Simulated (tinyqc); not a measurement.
Worked calculation: coupled-perturbed Hartree-Fock on RHF in the sto-3g basis, for CH3-, spin multiplicity 1. The basis has no diffuse functions, so it cannot describe the extra electron: this is an exercise in the method, not the real anion. One step of it, computed by the program tinyqc.

Task: Coupled step 1. U_ai = -(mu_ai + sum_bj [4 (ai|bj) - (ab|ij) - (aj|bi)] U_bj) / (e_a - e_i); alpha = -4 sum U_ai mu_ai.

uncoupled U:
```
           i1        i2         i3         i4         i5
a6   0.000000  0.000000   0.588530   0.000000   0.000000
a7   0.000000  0.000000  -0.453664   0.000000   0.000000
a8  -0.007650  0.096068   0.000000  -0.454110  -0.115715
```

dipole integrals <a|y|i> (bohr):
```
          i1         i2         i3        i4        i5
a6  0.000000   0.000000  -0.733444  0.000000  0.000000
a7  0.000000   0.000000   0.631122  0.000000  0.000000
a8  0.089101  -0.164386   0.000000  0.631909  0.122702
```

orbital energies (hartree): MO1 -10.360892, MO2 -0.424882, MO3 -0.105496, MO4 -0.105274, MO5 0.225877, MO6 1.140734, MO7 1.285671, MO8 1.286260

Two-electron integrals over orbitals (pq|rs), unique and non-zero (hartree):
```
(11|11) 3.500042    (21|11) -0.282384   (21|21) 0.035534    (22|11) 0.687410
(22|21) -0.008199   (22|22) 0.499782    (31|31) 0.006496    (32|31) 0.011884
(32|32) 0.127035    (33|11) 0.599510    (33|21) -0.003067   (33|22) 0.484451
(33|33) 0.536729    (41|11) 0.000043    (41|21) -4.78e-06   (41|22) 4.10e-06
(41|33) -0.003696   (41|41) 0.006497    (42|11) -0.000024   (42|21) 2.12e-06
(42|22) 0.000015    (42|33) -0.067373   (42|41) 0.011882    (42|42) 0.126996
(43|31) -0.003700   (43|32) -0.067400   (43|43) 0.053413    (44|11) 0.599501
(44|21) -0.003067   (44|22) 0.484449    (44|33) 0.429895    (44|41) 0.003699
(44|42) 0.067404    (44|44) 0.536740    (51|11) -0.037945   (51|21) 0.003922
(51|22) -0.003845   (51|33) -0.001517   (51|41) -7.38e-07   (51|42) 1.99e-07
(51|44) -0.001517   (51|51) 0.022319    (52|11) 0.013971    (52|21) -0.001796
(52|22) -0.008181   (52|33) -0.003425   (52|41) 2.31e-07    (52|42) 1.10e-06
(52|44) -0.003422   (52|51) 0.022456    (52|52) 0.083010    (53|31) 0.000662
(53|32) -0.001306   (53|43) 0.002016    (53|53) 0.019700    (54|11) -4.59e-06
(54|21) 3.92e-07    (54|22) 9.12e-07    (54|33) 0.002014    (54|41) 0.000662
(54|42) -0.001301   (54|44) -0.002014   (54|51) -3.22e-06   (54|52) -0.000009
(54|54) 0.019698    (55|11) 0.850807    (55|21) -0.009619   (55|22) 0.528328
(55|33) 0.482950    (55|41) 1.58e-06    (55|42) -0.000013   (55|44) 0.482941
(55|51) 0.005033    (55|52) 0.024146    (55|54) -0.000005   (55|55) 0.675802
(61|11) -0.321996   (61|21) 0.041358    (61|22) -0.008617   (61|33) -0.003081
(61|41) -0.000019   (61|42) -0.000019   (61|44) -0.003091   (61|51) 0.002478
(61|52) -0.003991   (61|54) -6.98e-07   (61|55) -0.009171   (61|61) 0.048427
(62|11) 0.266027    (62|21) -0.009334   (62|22) 0.067367    (62|33) 0.036972
(62|41) -0.000007   (62|42) -0.000008   (62|44) 0.037044    (62|51) -0.004255
(62|52) -0.004715   (62|54) -0.000006   (62|55) 0.132308    (62|61) -0.009655
(62|62) 0.079178    (63|31) 0.003548    (63|32) -0.042811   (63|43) 0.041997
(63|53) 0.002846    (63|63) 0.060937    (64|11) -0.000269   (64|21) 0.000007
(64|22) -0.000067   (64|33) 0.041887    (64|41) 0.003560    (64|42) -0.042637
(64|44) -0.041975   (64|51) 1.69e-07    (64|52) -0.000010   (64|54) 0.002840
(64|55) -0.000131   (64|61) -7.41e-08   (64|62) -0.000143   (64|64) 0.060773
(65|11) -0.016392   (65|21) -0.001178   (65|22) -0.013730   (65|33) -0.005668
(65|41) -1.93e-06   (65|42) -0.000014   (65|44) -0.005683   (65|51) 0.023929
(65|52) 0.072192    (65|54) -0.000029   (65|55) 0.005269    (65|61) -0.003615
(65|62) -0.014901   (65|64) 0.000009    (65|65) 0.071723    (66|11) 0.706828
(66|21) -0.011442   (66|22) 0.486563    (66|33) 0.476184    (66|41) -0.000025
(66|42) -0.000258   (66|44) 0.475892    (66|51) -0.007944   (66|52) -0.018191
(66|54) 0.000007    (66|55) 0.514302    (66|61) -0.011394   (66|62) 0.054588
(66|64) 0.000064    (66|65) -0.022683   (66|66) 0.496892    (71|11) -0.000384
(71|21) 0.000051    (71|22) -0.000005   (71|33) -0.005691   (71|41) 0.012703
(71|42) 0.020423    (71|44) 0.005689    (71|51) 3.16e-06    (71|52) -4.35e-06
(71|54) 0.001354    (71|55) -0.000011   (71|61) 0.000033    (71|62) -0.000027
(71|64) 0.006726    (71|65) -0.000008   (71|66) -0.000061   (71|71) 0.025067
(72|11) 0.000347    (72|21) -0.000011   (72|22) 0.000105    (72|33) 0.020238
(72|41) 0.008712    (72|42) 0.009466    (72|44) -0.020120   (72|51) -4.84e-06
(72|52) -4.39e-06   (72|54) 0.005165    (72|55) 0.000174    (72|61) -0.000028
(72|62) 0.000033    (72|64) 0.043625    (72|65) -0.000020   (72|66) 0.000080
(72|71) 0.015912    (72|72) 0.052200    (73|31) 0.002628    (73|32) 0.050055
(73|43) -0.023192   (73|53) -0.001857   (73|63) -0.029916   (73|73) 0.035687
(74|11) 0.239588    (74|21) -0.005139   (74|22) 0.066020    (74|33) 0.064261
(74|41) -0.002620   (74|42) -0.050169   (74|44) 0.017662    (74|51) 0.000262
(74|52) 0.009281    (74|54) 0.001860    (74|55) 0.118221    (74|61) -0.005316
(74|62) 0.073349    (74|64) 0.029876    (74|65) -0.001515   (74|66) 0.046319
(74|71) -0.005058   (74|72) 0.004677    (74|74) 0.110323    (75|11) -0.000016
(75|21) -1.29e-06   (75|22) -0.000013   (75|33) -0.005554   (75|41) 0.001905
(75|42) 0.012440    (75|44) 0.005544    (75|51) 0.000028    (75|52) 0.000087
(75|54) 0.018548    (75|55) 0.000008    (75|61) -0.000008   (75|62) -0.000020
(75|64) -0.003098   (75|65) 0.000057    (75|66) -0.000051   (75|71) 0.003591
(75|72) 0.004480    (75|74) -0.004697   (75|75) 0.025594    (76|11) -0.000055
(76|21) -2.32e-06   (76|22) -0.000010   (76|33) -0.058079   (76|41) 0.012669
(76|42) 0.109567    (76|44) 0.058059    (76|51) -0.000008   (76|52) -0.000023
(76|54) -0.001642   (76|55) -0.000026   (76|61) -0.000026   (76|62) -0.000014
(76|64) -0.040444   (76|65) -0.000035   (76|66) -0.000264   (76|71) 0.022804
(76|72) 0.006301    (76|74) -0.049413   (76|75) 0.010987    (76|76) 0.108732
(77|11) 0.796809    (77|21) -0.010155   (77|22) 0.514639    (77|33) 0.468961
(77|41) -0.001113   (77|42) 0.023773    (77|44) 0.533295    (77|51) -0.000808
(77|52) 0.004594    (77|54) -0.002690   (77|55) 0.549175    (77|61) -0.010298
(77|62) 0.076475    (77|64) -0.034476   (77|65) -0.003087   (77|66) 0.511479
(77|71) -0.002901   (77|72) -0.028808   (77|74) 0.074134    (77|75) 0.000456
(77|76) 0.021732    (77|77) 0.591918    (81|31) 0.012706    (81|32) 0.020433
(81|43) -0.005697   (81|53) 0.001354    (81|63) 0.006706    (81|73) 0.005066
(81|81) 0.025083    (82|31) 0.008713    (82|32) 0.009474    (82|43) 0.020156
(82|53) 0.005166    (82|63) 0.043623    (82|73) -0.004486   (82|81) 0.015918
(82|82) 0.052190    (83|11) 0.239647    (83|21) -0.005140   (83|22) 0.066061
(83|33) 0.017769    (83|41) 0.002621    (83|42) 0.050059    (83|44) 0.064238
(83|51) 0.000262    (83|52) 0.009285    (83|54) -0.001861   (83|55) 0.118247
(83|61) -0.005329   (83|62) 0.073365    (83|64) -0.029974   (83|65) -0.001526
(83|66) 0.046102    (83|71) 0.005046    (83|72) -0.004454   (83|74) 0.043092
(83|75) 0.004687    (83|76) 0.049262    (83|77) 0.087012    (83|83) 0.110222
(84|31) 0.002620    (84|32) 0.050080    (84|43) -0.023230   (84|53) -0.001862
(84|63) -0.029979   (84|73) 0.031319    (84|81) 0.005052    (84|82) -0.004545
(84|84) 0.035739    (85|31) 0.001905    (85|32) 0.012448    (85|43) -0.005554
(85|53) 0.018551    (85|63) -0.003116   (85|73) 0.004690    (85|81) 0.003593
(85|82) 0.004481    (85|84) 0.004690    (85|85) 0.025599    (86|31) 0.012667
(86|32) 0.109654    (86|43) -0.058157   (86|53) -0.001653   (86|63) -0.040695
(86|73) 0.049293    (86|81) 0.022806    (86|82) 0.006229    (86|84) 0.049321
(86|85) 0.010994    (86|86) 0.108864    (87|31) 0.001159    (87|32) -0.023390
(87|43) 0.031956    (87|53) 0.002684    (87|63) 0.034260    (87|73) -0.006181
(87|81) 0.002968    (87|82) 0.028924    (87|84) -0.006221   (87|85) -0.000422
(87|86) -0.021473   (87|87) 0.034399    (88|11) 0.796959    (88|21) -0.010161
(88|22) 0.514671    (88|33) 0.533183    (88|41) 0.001147    (88|42) -0.023519
(88|44) 0.469111    (88|51) -0.000808   (88|52) 0.004598    (88|54) 0.002683
(88|55) 0.549221    (88|61) -0.010311   (88|62) 0.076410    (88|64) 0.034205
(88|65) -0.003082   (88|66) 0.511626    (88|71) 0.002931    (88|72) 0.029035
(88|74) 0.086920    (88|75) -0.000436   (88|76) -0.021554   (88|77) 0.522896
(88|83) 0.074343    (88|88) 0.591898
```

Give: U after step 1; polarisability.

Result:

U after step 1:
```
         i1      i2       i3       i4       i5
a6   0.0000  0.0000   0.7039   0.0000   0.0000
a7   0.0000  0.0000  -0.5415   0.0000   0.0000
a8  -0.0084  0.1252   0.0000  -0.5420  -0.1531
```

polarisability = 4.9627 bohr^3
